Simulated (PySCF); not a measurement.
Name the molecule from its bond curve

A diatomic of charge -1 contains O. Its doublet curve at PBE0 in a double-zeta basis (spin-free X2C with a Gaussian nucleus, PySCF), in eV from the separated fragments:

(R (Å), E (eV)): (1.386, -2.889), (1.451, -3.584), (1.515, -3.964), (1.564, -4.098), (1.612, -4.135), (1.660, -4.098), (1.725, -3.962), (1.805, -3.698), (1.902, -3.299), (2.031, -2.716)

The fit gives ωe = 904 cm⁻¹ and the rotational constant Bₑ = 0.6101 cm⁻¹.

Task: Which atom is the partner?

Result: The minimum lies at 1.610 Å, so the reduced mass is 16.8576 u Å² cm⁻¹/(Bₑ·Re²) = 10.66 u. With O at 15.99 u the partner weighs about 32.0 u: S. The molecule is SO⁻.

The highest Kohn–Sham level is positive in this anion. Much of that is self-interaction error, but it also means that the finite basis helps to hold the extra electron. The state was picked by a PBE0 search and need not be the measured ground state.
